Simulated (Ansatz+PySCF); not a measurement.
Two shapes of doublet CH₄S(+).

Shape 1:

```xyz
6

C    -1.2066    0.0217    0.0222
H    -1.6821    0.9750    0.2054
H    -1.7338   -0.9100   -0.1292
S     0.5543   -0.0791   -0.0798
H     0.8683    1.2397   -0.1715
H     0.9194   -0.1689    1.2383
```

Shape 2:

```xyz
6

C    -1.1817    0.0203    0.0208
H    -1.6572    0.9736    0.2040
H    -1.7089   -0.9114   -0.1306
S     0.5293   -0.0777   -0.0783
H     0.8434    1.2412   -0.1701
H     0.8945   -0.1674    1.2397
```

Basis set: cc-pVTZ on H, C; cc-pV(T+d)Z on S (spherical functions). Left uncorrelated: 6 orbitals. Correlation on ROHF uses semicanonical orbitals with singles. Charge 1, multiplicity 2.

Computed with Ansatz (development build ahead of 0.2.0) and PySCF 2.14.0; each method stands on the lowest determinant of its kind that the runs found.

Question: Which shape is lower in energy, and by how much in each method?

Answer:

```csv
method,E(2) − E(1) (eV)
ROHF,0.016
UHF,0.016
ROHF-MP2,0.003
UHF-MP2,0.003
ROHF-CCSD(T),0.013
```

Shape 1 is lower.
